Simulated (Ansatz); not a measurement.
# C3H7FO: a ladder of functionals and wavefunction methods

One table from this session's results is given with a row withheld; the runs are named, their logs left out.

Computed with Ansatz 0.2.0, Gaussian basis. Level: functionals in def2-TZVPP, the program's frozen cores in correlated methods.

The runs, in order: LDA (SPW92), PBE-D4, revPBE-D4, BLYP-D4, r2SCAN-D4, B97M-V, PBE0-D4, B3LYP-D4, r2SCANh-D4, r2SCAN0-D4, HSE06-D4, BHLYP-D4, CAM-B3LYP-D4, LC-ωPBE, ωB97X-V, ωB97M-V, B2PLYP, PBE-QIDH; CCSD(T)/def2-SVP; CCSD(T)/def2-TZVPP; MP2/def2-QZVPP; extrapolation to the limit; RPA on PBE.

### Structure used throughout

The geometry comes from an earlier relaxation with PBE0-D4 in a triple-zeta def2 set; it is a stationary point, not always the lowest conformer.

SMILES `CCOCF`, 12 atoms, charge 0, spin multiplicity 1.

Atoms are counted from 1 here; the program's logs count them from 0.

Bond lengths: C1–C2 1.505 Å, C1–H6 1.091 Å, C1–H7 1.092 Å, C1–H8 1.092 Å, C2–O3 1.421 Å, C2–H9 1.095 Å, C2–H10 1.099 Å, O3–C4 1.361 Å, C4–F5 1.385 Å, C4–H11 1.099 Å, C4–H12 1.091 Å. Angles: C2–C1–H6 110.6°, C2–C1–H7 110.8°, C2–C1–H8 110.1°, H6–C1–H7 108.4°, H6–C1–H8 108.4°, H7–C1–H8 108.5°, C1–C2–O3 108.4°, C1–C2–H9 111.0°, C1–C2–H10 111.0°, O3–C2–H9 109.6°, O3–C2–H10 109.0°, H9–C2–H10 107.8°, C2–O3–C4 114.3°, O3–C4–F5 111.4°, O3–C4–H11 112.1°, O3–C4–H12 107.7°, F5–C4–H11 106.1°, F5–C4–H12 107.6° and more.

Coordinates:

| atom | x (Å) | y (Å) | z (Å) |
| --- | --- | --- | --- |
| C1 | -0.92268 | 1.26575 | 0.86715 |
| C2 | 0.09618 | 0.55658 | 0.01571 |
| O3 | -0.16215 | -0.83987 | 0.07737 |
| C4 | 0.62359 | -1.59209 | -0.74116 |
| F5 | 1.93055 | -1.63720 | -0.28619 |
| H6 | -0.85476 | 0.93187 | 1.90404 |
| H7 | -1.93417 | 1.06815 | 0.50743 |
| H8 | -0.74940 | 2.34356 | 0.84057 |
| H9 | 1.11212 | 0.75818 | 0.37106 |
| H10 | 0.03383 | 0.88652 | -1.03109 |
| H11 | 0.66897 | -1.18477 | -1.76101 |
| H12 | 0.23491 | -2.61190 | -0.72989 |

Set-up of the first run:

in.yaml

```yaml
crystal:
  periodic: [false, false, false]
  atoms:
    - {symbol: C, position_ang: [-0.922675, 1.265755, 0.867149]}
    - {symbol: C, position_ang: [0.096176, 0.556581, 0.015713]}
    - {symbol: O, position_ang: [-0.162145, -0.839871, 0.077368]}
    - {symbol: C, position_ang: [0.623586, -1.592086, -0.741155]}
    - {symbol: F, position_ang: [1.930554, -1.637198, -0.286187]}
    - {symbol: H, position_ang: [-0.854758, 0.931869, 1.904044]}
    - {symbol: H, position_ang: [-1.934172, 1.068152, 0.507426]}
    - {symbol: H, position_ang: [-0.749404, 2.343558, 0.840566]}
    - {symbol: H, position_ang: [1.112121, 0.758179, 0.371061]}
    - {symbol: H, position_ang: [0.033833, 0.886522, -1.031085]}
    - {symbol: H, position_ang: [0.668974, -1.184767, -1.761010]}
    - {symbol: H, position_ang: [0.234913, -2.611896, -0.729887]}
basis:
  gaussian: {orbitals: def2-TZVPP}
hamiltonian: {xc: lda}
output: {orbitals: {seedname: orbitals}}
```

Started as:

```bash
$ ansatz run in.yaml --threads 4 --pin off --events-out ev --progress --plain --max-ram 10444MiB
```

Steps of the session up to this table: LDA; PBE-D4 (GGA); revPBE-D4 (GGA); BLYP-D4 (GGA); r2SCAN-D4 (meta-GGA); B97M-V (meta-GGA); PBE0-D4 (hybrid); B3LYP-D4 (hybrid); r2SCANh-D4 (hybrid); r2SCAN0-D4 (hybrid); HSE06-D4 (hybrid); BHLYP-D4 (hybrid); CAM-B3LYP-D4 (range-separated); LC-ωPBE (range-separated); ωB97X-V (range-separated); ωB97M-V (range-separated); B2PLYP (double hybrid); PBE-QIDH (double hybrid).

One of the session's tables, all rows but one given; the rest of the session is left out.

It belongs to the step «Orbital energies across the functionals». 

| functional | HOMO (eV) | LUMO (eV) | gap (eV) |
| --- | --- | --- | --- |
| LDA (SPW92) | -6.86 | 0.46 | 7.32 |
| PBE-D4 | -6.72 | 0.60 | 7.33 |
| revPBE-D4 | -6.66 | 0.67 | 7.33 |
| BLYP-D4 | -6.66 | 0.56 | 7.23 |
| r2SCAN-D4 | -7.05 | 1.42 | 8.47 |
| B97M-V | -7.22 | 0.77 | 7.99 |
| PBE0-D4 | -8.33 | 1.41 | 9.73 |
| B3LYP-D4 | ? | ? | ? |
| r2SCANh-D4 | -7.66 | 1.65 | 9.31 |
| r2SCAN0-D4 | -8.57 | 1.97 | 10.53 |
| HSE06-D4 | -7.92 | 1.04 | 8.95 |
| BHLYP-D4 | -9.91 | 1.97 | 11.88 |
| CAM-B3LYP-D4 | -9.82 | 2.14 | 11.96 |
| LC-ωPBE | -11.13 | 3.46 | 14.59 |
| ωB97X-V | -10.82 | 3.26 | 14.08 |
| ωB97M-V | -10.75 | 2.82 | 13.57 |

**Question.** Estimate the row for B3LYP-D4.

Worked estimate for «HOMO (eV)». Against the share of exact exchange, BLYP-D4 (0, -6.66), BHLYP-D4 (0.5, -9.91) give a slope of -6.50 per unit share; at 0.2 the line stands at -7.96.

As computed: HOMO (eV): -8.11; LUMO (eV): 1.04; gap (eV): 9.15. In «HOMO (eV)» the line misses by +0.15.
